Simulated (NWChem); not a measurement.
System: CH3, doublet; SMILES [CH3]

NWChem input:

```
start job
memory heap 200 mb stack 900 mb global 1100 mb
geometry units angstroms noautosym nocenter noautoz
  C      0.000000     0.000000     0.000000
  H     -0.770946    -0.770946     0.000000
  H     -0.282186     1.053132     0.000000
  H      1.053132    -0.282186     0.000000
end
basis spherical
  * library aug-cc-pvdz
end
dft
  odft
  mult 2
  xc xcamb88 1.00 lyp 0.81 vwn_5 0.19 hfexch 1.00
  cam 0.33 cam_alpha 0.19 cam_beta 0.46
  iterations 150
end
tddft
  cis
  nroots 8
end
task tddft energy
```

Excerpt of the output:

```
             Northwest Computational Chemistry Package (NWChem) 7.3.0
             --------------------------------------------------------

                             Geometry "geometry" -> ""
                             -------------------------

 Output coordinates in angstroms (scale by  1.889725989 to convert to a.u.)

  No.       Tag          Charge          X              Y              Z
 ---- ---------------- ---------- -------------- -------------- --------------
    1 C                    6.0000     0.00000000     0.00000000     0.00000000
    2 H                    1.0000    -0.77094600    -0.77094600     0.00000000
    3 H                    1.0000    -0.28218600     1.05313200     0.00000000
    4 H                    1.0000     1.05313200    -0.28218600     0.00000000

 Effective nuclear repulsion energy (a.u.)       9.5771077529

                                 NWChem DFT Module
                                 -----------------

 Summary of "ao basis" -> "ao basis" (spherical)
 ------------------------------------------------------------------------------
       Tag                 Description            Shells   Functions and Types
 ---------------- ------------------------------  ------  ---------------------
 C                        aug-cc-pvdz                9       23   4s3p2d
 H                        aug-cc-pvdz                5        9   3s2p

            General Information
            -------------------
          SCF calculation type: DFT
          Wavefunction type:  spin polarized.
          No. of atoms     :     4
          No. of electrons :     9
           Alpha electrons :     5
            Beta electrons :     4
          Charge           :     0
          Spin multiplicity:     2
          Use of symmetry is: off; symmetry adaption is: off
          Maximum number of iterations: 150
          AO basis - number of functions:    50
                     number of shells:    24
          Convergence on energy requested:  1.00D-06
          Convergence on density requested:  1.00D-05
          Convergence on gradient requested:  5.00D-04

              XC Information
              --------------
                     Hartree-Fock (Exact) Exchange  1.000
                   CAM-Becke88 Exchange Functional  1.000
                      VWN V Correlation Functional  0.190 local
              Lee-Yang-Parr Correlation Functional  0.810

           Range-Separation Parameters
           ---------------------------
           Alpha           :  0.19
           Beta            :  0.46
           Gamma           :  0.33
           Short-Range HF  :     F

             Grid Information
             ----------------
          Grid used for XC integration:  medium
          Radial quadrature: Mura-Knowles
          Angular quadrature: Lebedev.
          Tag              B.-S. Rad. Rad. Pts. Rad. Cut. Ang. Pts.
          ---              ---------- --------- --------- ---------
          C                   0.70       49          11.0       434
          H                   0.35       45          12.0       434
          Grid pruning is: on
          Number of quadrature shells:   184
          Spatial weights used:  Erf1

      Superposition of Atomic Density Guess
      -------------------------------------

 Sum of atomic energies:         -39.16502583

      Non-variational initial energy
      ------------------------------

 Total energy =     -39.461446
 1-e energy   =     -70.266569
 2-e energy   =      21.228016
 HOMO         =      -0.174324
 LUMO         =       0.026046

   convergence    iter        energy       DeltaE   RMS-Dens  Diis-err
 ---------------- ----- ----------------- --------- --------- ---------
 d= 0,ls=0.0,diis     1    -39.8016019309 -4.94D+01  7.46D-03  2.23D-02
                                                     9.90D-03  2.22D-02
 d= 0,ls=0.0,diis     2    -39.8119524334 -1.04D-02  4.63D-04  7.35D-04
                                                     9.42D-04  1.70D-03
 d= 0,ls=0.0,diis     3    -39.8124882642 -5.36D-04  3.63D-04  7.25D-04
                                                     2.61D-04  2.53D-04
 d= 0,ls=0.0,diis     4    -39.8127800288 -2.92D-04  9.28D-05  4.06D-06
                                                     1.36D-04  1.97D-05
 d= 0,ls=0.0,diis     5    -39.8127991350 -1.91D-05  3.61D-05  5.34D-07
                                                     4.22D-05  9.69D-07
  Resetting Diis
 d= 0,ls=0.0,diis     6    -39.8128005942 -1.46D-06  4.27D-06  1.49D-08
                                                     4.50D-06  5.35D-09
 d= 0,ls=0.0,diis     7    -39.8128006111 -1.69D-08  9.09D-07  3.32D-10
                                                     5.76D-07  3.80D-11

[...]

                                NWChem TDDFT Module
                                -------------------

            General Information
            -------------------
           No. of orbitals :     100
            Alpha orbitals :      50
             Beta orbitals :      50
        Alpha frozen cores :       0
         Beta frozen cores :       0
     Alpha frozen virtuals :       0
      Beta frozen virtuals :       0
         Spin multiplicity :       2
    Number of AO functions :      50
        Use of symmetry is : off
      Symmetry adaption is : off
         Schwarz screening :  0.10D-07

              XC Information
              --------------
              Hartree-Fock (Exact) Exchange   1.00
            CAM-Becke88 Exchange Functional   1.00
               VWN V Correlation Functional   0.19 local
       Lee-Yang-Parr Correlation Functional   0.81
           Alpha           :  0.19
           Beta            :  0.46
           Gamma           :  0.33

             TDDFT Information
             -----------------
          Calculation type : Tamm-Dancoff TDDFT
         Wavefunction type : Unrestricted
          No. of electrons :       9
           Alpha electrons :       5
            Beta electrons :       4
              No. of roots :       8
          Max subspacesize :    5600
            Max iterations :     100
               Target root :       1
           Target symmetry : none
      Symmetry restriction : off
                 Algorithm : Optimal
        Davidson threshold :  0.10D-03

    8 smallest eigenvalue differences (eV)
--------------------------------------------------------
  No. Spin  Occ  Vir  Irrep   E(Occ)    E(Vir)   E(Diff)
--------------------------------------------------------
    1    1    5    6 a        -0.300     0.016     8.591
    2    1    5    7 a        -0.300     0.045     9.382
    3    1    5    8 a        -0.300     0.045     9.382
    4    1    5    9 a        -0.300     0.090    10.626
    5    1    5   10 a        -0.300     0.123    11.500
    6    1    5   11 a        -0.300     0.123    11.500
    7    1    5   12 a        -0.300     0.137    11.902
    8    2    4    5 a        -0.478    -0.029    12.203
--------------------------------------------------------

  Entering Davidson iterations
  Unrestricted

  Iter   NTrls   NConv    DeltaV     DeltaE      Time
  ----  ------  ------  ---------  ---------  ---------
    1      8       0     0.79E-01   0.10+100        2.3
    2     16       0     0.21E-01   0.10E-01        2.8
    3     24       0     0.19E+00   0.73E-02        2.9
    4     32       2     0.14E-01   0.27E-01        2.8
    5     38       4     0.18E-02   0.22E-03        2.1
    6     42       6     0.17E-03   0.21E-05        2.0
    7     44       8     0.80E-04   0.23E-07        1.6
  ----  ------  ------  ---------  ---------  ---------
  Convergence criterion met

  Ground state a         -39.812800611137 a.u.
  <S2> =   0.7536

  ----------------------------------------------------------------------------
  Root   1         a              0.201161386 a.u.                5.4739 eV
  <S2> =   0.7539
  ----------------------------------------------------------------------------
     Transition Moments    X  0.00000   Y  0.00000   Z -0.53526
     Dipole Oscillator Strength                    0.0384217309
     Electric Quadrupole                           0.0000000000
     Magnetic Dipole                               0.0000000000
     Total Oscillator Strength                     0.0384217309

     Occ.    5 alpha a   ---  Virt.    6 alpha a       -0.95924
     Occ.    5 alpha a   ---  Virt.   12 alpha a        0.26824
     Occ.    5 alpha a   ---  Virt.   15 alpha a       -0.06568
  ----------------------------------------------------------------------------
  Root   2         a              0.242804610 a.u.                6.6071 eV
  <S2> =   0.7564
  ----------------------------------------------------------------------------
     Transition Moments    X  0.00000   Y -0.00000   Z -0.00000
     Dipole Oscillator Strength                    0.0000000000
     Electric Quadrupole                           0.0000001199
     Magnetic Dipole                               0.0000006733
     Total Oscillator Strength                     0.0000007932

     Occ.    5 alpha a   ---  Virt.    8 alpha a       -0.76543
     Occ.    5 alpha a   ---  Virt.   10 alpha a        0.14889
     Occ.    5 alpha a   ---  Virt.   14 alpha a        0.18478
     Occ.    3 beta  a   ---  Virt.    5 beta  a       -0.57873
     Occ.    3 beta  a   ---  Virt.    9 beta  a        0.13315
  ----------------------------------------------------------------------------
  Root   3         a              0.242809329 a.u.                6.6072 eV
  <S2> =   0.7564
  ----------------------------------------------------------------------------
     Transition Moments    X  0.00000   Y  0.00000   Z -0.00017
     Dipole Oscillator Strength                    0.0000000045
     Electric Quadrupole                           0.0000001199
     Magnetic Dipole                               0.0000006743
     Total Oscillator Strength                     0.0000007987

[...]
```

Level: CAM-B3LYP/aug-cc-pVDZ, spin-unrestricted, TDA. In the optimisation the excess spin sits in a2" (D3h, its own frame). Structure relaxed at the PBE0/def2-SVP, spin-unrestricted level. No stability test was run on the SCF state.
